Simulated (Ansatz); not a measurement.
Here is an Ansatz input file for C₅H₉N, SMILES C=NC(=C)CC. Write the same calculation for the Python package.

```yaml
crystal:
  periodic: [false, false, false]
  atoms:
    - { symbol: C, position_ang: [1.9855, -0.6978, -0.458] }
    - { symbol: "N", position_ang: [1.3308, -0.6177, 0.6519] }
    - { symbol: C, position_ang: [0.3285, 0.3192, 0.6655] }
    - { symbol: C, position_ang: [0.5937, 1.6162, 0.8824] }
    - { symbol: C, position_ang: [-1.0898, -0.1947, 0.5616] }
    - { symbol: C, position_ang: [-1.457, -0.6096, -0.8562] }
    - { symbol: H, position_ang: [1.774, -0.0745, -1.3453] }
    - { symbol: H, position_ang: [2.8077, -1.4249, -0.5507] }
    - { symbol: H, position_ang: [1.6134, 1.9596, 1.0203] }
    - { symbol: H, position_ang: [-0.1968, 2.3554, 0.946] }
    - { symbol: H, position_ang: [-1.2167, -1.049, 1.2378] }
    - { symbol: H, position_ang: [-1.7999, 0.5707, 0.8987] }
    - { symbol: H, position_ang: [-1.3392, 0.2246, -1.5559] }
    - { symbol: H, position_ang: [-2.5008, -0.9378, -0.8937] }
    - { symbol: H, position_ang: [-0.8336, -1.4396, -1.2042] }
basis:
  gaussian: { orbitals: "6-31G*" }
hamiltonian:
  xc: blyp
output:
  forces: true
```

The program run on that file:
```console
$ ansatz run input.yaml --threads 1 --pin off --max-ram 4096MiB --backend cpu --events-out ev --progress --plain --runs-dir out
Engine: ansatz 0.2.0, x86_64-unknown-linux-gnu
Functional definition: BLYP
  parameter beta = 0.0042
  parameter a = 0.04918
  parameter b = 0.132
  parameter c = 0.2533
  parameter d = 0.349
  exchange = b88_x(beta = beta)
  correlation = lyp_c(a = a, b = b, c = c, d = d)
1403 factors; their error is unknown
mean field evaluation 1: about -6803.9415 eV, gradient 7.3e1 eV
mean field evaluation 2: about -6783.9939 eV, gradient 1.1e2 eV
mean field evaluation 4: about -6816.9628 eV, gradient 8.5e0 eV
mean field evaluation 8: about -6817.1260 eV, gradient 8.5e-2 eV
mean field evaluation 16: about -6817.0110 eV, gradient 2.9e-4 eV
mean field -6817.01100196 eV, -250.5205335861 hartree, gradient 1.4e-5 eV, S^2 0.000000; 0 other end points of the search recorded, 0 dependent functions left out
the calculation of the forces begins
reference -6817.01130483 eV, -250.5205447164 hartree; 23, 23 occupied and 85, 85 virtual orbitals, 1403 factors
Total energy: -6817.01130483 eV, -250.5205447164 hartree
Atom 0 at     1.985500    -0.697800    -0.458000 Å, force     0.362586    -0.418322     0.348526 eV/Å
Atom 1 at     1.330800    -0.617700     0.651900 Å, force     1.204848    -1.332723    -1.067146 eV/Å
Atom 2 at     0.328500     0.319200     0.665500 Å, force    -1.368385     1.263932     0.811630 eV/Å
Atom 3 at     0.593700     1.616200     0.882400 Å, force     0.152386     0.494157    -0.093157 eV/Å
Atom 4 at    -1.089800    -0.194700     0.561600 Å, force    -0.141599    -0.051248     0.221376 eV/Å
Atom 5 at    -1.457000    -0.609600    -0.856200 Å, force    -0.159724    -0.234592    -0.318424 eV/Å
Atom 6 at     1.774000    -0.074500    -1.345300 Å, force    -0.017293     0.070299     0.063871 eV/Å
Atom 7 at     2.807700    -1.424900    -0.550700 Å, force    -0.029448     0.039790     0.064054 eV/Å
Atom 8 at     1.613400     1.959600     1.020300 Å, force     0.269519     0.153555    -0.019275 eV/Å
Atom 9 at    -0.196800     2.355400     0.946000 Å, force    -0.221879     0.161427     0.100854 eV/Å
Atom 10 at    -1.216700    -1.049000     1.237800 Å, force     0.012959    -0.263008     0.172086 eV/Å
Atom 11 at    -1.799900     0.570700     0.898700 Å, force     0.033698     0.247922     0.120848 eV/Å
Atom 12 at    -1.339200     0.224600    -1.555900 Å, force     0.024736     0.192053    -0.178413 eV/Å
Atom 13 at    -2.500800    -0.937800    -0.893700 Å, force    -0.265628    -0.119716    -0.077120 eV/Å
Atom 14 at    -0.833600    -1.439600    -1.204200 Å, force     0.143223    -0.203525    -0.149710 eV/Å
Dipole moment:    -0.059155    -0.004409    -0.286342 e Å
```

`energy_c5h9n.py`
```python
import sys

import ansatz
import numpy as np

GEOMETRY = '''
C     1.98550   -0.69780   -0.45800
N     1.33080   -0.61770    0.65190
C     0.32850    0.31920    0.66550
C     0.59370    1.61620    0.88240
C    -1.08980   -0.19470    0.56160
C    -1.45700   -0.60960   -0.85620
H     1.77400   -0.07450   -1.34530
H     2.80770   -1.42490   -0.55070
H     1.61340    1.95960    1.02030
H    -0.19680    2.35540    0.94600
H    -1.21670   -1.04900    1.23780
H    -1.79990    0.57070    0.89870
H    -1.33920    0.22460   -1.55590
H    -2.50080   -0.93780   -0.89370
H    -0.83360   -1.43960   -1.20420
'''

geometry = ansatz.Crystal.molecule()
for line in GEOMETRY.strip().splitlines():
    symbol, *xyz = line.split()
    geometry = geometry.atom(symbol, [float(v) for v in xyz])

calc = geometry.calculation().basis(gaussian='6-31G*').functional('blyp').forces()
try:
    report = calc.run().report
except ansatz.AnsatzError as error:
    sys.exit(f'{type(error).__name__}: {error}')

print('reference energy %16.6f eV' % report['reference_energy_ev'])
print('total energy     %16.6f eV' % report['free_energy_ev'])
print('occupied orbitals outside the frozen core (up, down):', report['n_occupied'], ' frozen:', report['n_frozen'], ' virtual:', report['n_virtual'])

state = report['mean_field']['state']
print(f'mean field: {state["energy"]["hartree"]:.7f} Ha, <S^2> = {abs(state["spin_squared"]):.4f}, stability: {state.get("stability", {}).get("kind")}')

symbols = [site.symbol for site in geometry.cartesian_sites]
forces = np.array(report['forces_ev_ang'])
print('largest force', round(float(np.linalg.norm(forces, axis=1).max()), 4), 'eV/A, rms', round(float(np.sqrt((forces ** 2).mean())), 4))

charges = report['charge_distribution']
dipole = np.array(charges['dipole_moment_e_ang']) * 4.803205
print('dipole (D): {:.3f} {:.3f} {:.3f}, length {:.3f}'.format(*dipole, np.linalg.norm(dipole)))
print('atom  Mulliken   Lowdin')
for symbol, m, l in zip(symbols, charges['mulliken_charges_e'], charges['lowdin_charges_e']):
    print(f'{symbol:4s} {m:9.3f} {l:8.3f}')
```

```console
$ python energy_c5h9n.py
reference energy     -6817.011305 eV
total energy         -6817.011305 eV
occupied orbitals outside the frozen core (up, down): [23, 23]  frozen: 0  virtual: [85, 85]
mean field: -250.5205447 Ha, <S^2> = 0.0000, stability: minimum
largest force 2.0896 eV/A, rms 0.4731
dipole (D): -0.284 -0.021 -1.375, length 1.405
atom  Mulliken   Lowdin
C       -0.113   -0.133
N       -0.303    0.000
C        0.305   -0.121
C       -0.363   -0.264
C       -0.282   -0.194
C       -0.409   -0.304
H        0.128    0.102
H        0.134    0.103
H        0.112    0.116
H        0.114    0.116
H        0.139    0.124
H        0.130    0.120
H        0.135    0.111
H        0.134    0.112
H        0.137    0.111
```

Caveats:
- Total energies depend on the basis set; only differences at equal settings carry meaning.
- The geometry is a force-field or estimated start, not a minimum of this method, and the basis set is short of its limit.
- The Löwdin charges here are taken after orthogonalising the functions within each atom; they differ from plain Löwdin charges, and their signs can be unphysical.
- Wall time of the script: 3.1 s on 1 thread of AMD EPYC 9B14 (Zen 4) (shared host), peak memory 0.23 GiB.

(Lines on the test bed's own set-up are left out of the output.)
